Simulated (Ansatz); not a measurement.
The input, for Ansatz 0.2.0:

```yaml
crystal:
  periodic: [false, false, false]
  atoms:
    - {symbol: Al, position_ang: [-0.056377, 0.000020, -0.127427]}
    - {symbol: H, position_ang: [0.451379, -0.014468, 1.979960]}
    - {symbol: H, position_ang: [-0.266445, 0.034134, 1.907963]}
    - {symbol: H, position_ang: [0.681145, 1.363536, -0.207420]}
    - {symbol: H, position_ang: [0.643072, -1.383724, -0.269403]}
basis:
  gaussian: {orbitals: 6-31G}
magnetization: {spin_polarized: true, initial_magnetization: 1}
hamiltonian: {xc: {name: PBE0}}
output: {orbitals: {seedname: orbitals}}
```

```sh
$ ansatz run in.yaml --threads 1 --pin off --events-out ev --progress --plain --max-ram 2393MiB
```

Output:

```
266 factors; integrals over basis functions are off by at most 1.2e-3 eV
mean field evaluation 1: about -6654.7371 eV, gradient 5.3e0 eV
mean field evaluation 2: about -6654.9829 eV, gradient 1.7e0 eV
mean field evaluation 4: about -6655.0126 eV, gradient 2.8e-1 eV
mean field evaluation 8: about -6655.0745 eV, gradient 3.1e-2 eV
mean field evaluation 16: about -6655.0745 eV, gradient 3.4e-5 eV
mean field -6655.07453573 eV, -244.5694782167 hartree, gradient 3.4e-5 eV, S^2 0.750623; 0 other end points of the search recorded, 0 dependent functions left out
reference -6655.07456860 eV, -244.5694794244 hartree; 9, 8 occupied and 12, 13 virtual orbitals, 266 factors
Total energy: -6655.07456860 eV, -244.5694794244 hartree
```

Ran on 1 thread of Intel Xeon Platinum 8488C, shared host: 0.63 s wall, 0.1 GiB peak host memory.
